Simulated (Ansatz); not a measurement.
Two isomers of C2H4O2S: A = `O=C(O)CS`, B = `SC1OCO1`.

Computed with Ansatz on PBE0-D4/def2-TZVP structures; ΔE is electronic, products minus reactants. CCSD(T)/CBS adds triple-zeta CCSD(T) − MP2 to the extrapolated MP2 energy (def2 sets, frozen cores). Functionals use def2-TZVPP. B3LYP here is the variant with VWN-RPA as its local correlation; programs differ in this. One conformer a species, not always the lowest.

Q: Which is lower in electronic energy at CCSD(T)/CBS, and by how much? (Estimate.)

A: The calculation gave: A, by 194.9 kJ/mol.

Q: Give E(B) − E(A) in kJ/mol with B3LYP, B3LYP-D4, LDA (SPW92), r2SCAN-D4, HF/def2-TZVPP, MP2/def2-TZVPP, B2PLYP. (Best estimate.)

A: Computed: B3LYP 201.0, B3LYP-D4 201.3, LDA (SPW92) 182.0, r2SCAN-D4 198.7, HF/def2-TZVPP 202.1, MP2/def2-TZVPP 201.0, B2PLYP 202.4. None reverses the order clearly.

Q: Does the order hold for the free energy at 298.15 K (harmonic terms from PBE0-D4)? (Estimate.)

A: Ansatz gave: Yes: G(B) − G(A) = +197.1 kJ/mol, for one conformer each.

Largest T1 diagnostic: 0.014.

From PBE to PBE0 (25 % exact exchange), in def2-TZVPP and without D4, E(B) − E(A) moves by −3.0 kJ/mol. At CCSD(T), def2-SVP lies +12.2 kJ/mol from the extrapolated value and def2-TZVPP −1.5 kJ/mol.
